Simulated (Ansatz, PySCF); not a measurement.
This PySCF input computes a CCSD(T)/cc-pVDZ energy:

```python
from pyscf import gto, scf, mp, cc as ccmod

mol = gto.M(
    atom='''
    C     0.11024116    0.06590209    0.32628565
    C    -0.13743074   -0.05229680    1.54461501
    C     0.03000625   -0.00054766   -1.11925553
    H     0.00605369    0.99817219   -1.56053825
    H     0.86832098   -0.56246323   -1.53665800
    H    -0.89127470   -0.51405474   -1.41267451
    ''',
    basis='cc-pvdz',
    charge=0,
    spin=1,
    verbose=4,
)

mf = scf.UHF(mol)
mf.conv_tol = 1e-10
mf.max_cycle = 100
mf.kernel()
mo, _, stable, _ = mf.stability(return_status=True)
if not stable:
    mf.kernel(mf.make_rdm1(mo, mf.mo_occ))
mp2 = mp.MP2(mf, frozen=3).run()
cc = ccmod.CCSD(mf, frozen=3)
cc.max_cycle = 100
cc.kernel()
et = cc.ccsd_t()
print(f'E(CCSD(T)) = {cc.e_tot + et:.9f}')
```

**Question.** Write an input for the same energy in Ansatz (an electronic-structure program) and say what it gives.

**Answer.** 
Ansatz 0.2 input:
```yaml
crystal:
  periodic: [false, false, false]
  atoms:
    - {symbol: C, position_ang: [0.11024116, 0.06590209, 0.32628565]}
    - {symbol: C, position_ang: [-0.13743074, -0.05229680, 1.54461501]}
    - {symbol: C, position_ang: [0.03000625, -0.00054766, -1.11925553]}
    - {symbol: H, position_ang: [0.00605369, 0.99817219, -1.56053825]}
    - {symbol: H, position_ang: [0.86832098, -0.56246323, -1.53665800]}
    - {symbol: H, position_ang: [-0.89127470, -0.51405474, -1.41267451]}
basis:
  gaussian:
    orbitals: cc-pVDZ
magnetization: {spin_polarized: true, initial_magnetization: 1}
correlation: {method: ccsd_t, electrons: outside_noble_gas}
```
It gives -115.60687 Eh, and PySCF -115.60446 Eh, a difference of 2.41 mEh. That is more than fitting and grids explain: the two runs ended on different electronic states or use different definitions.

It need not be the lowest isomer of its formula.
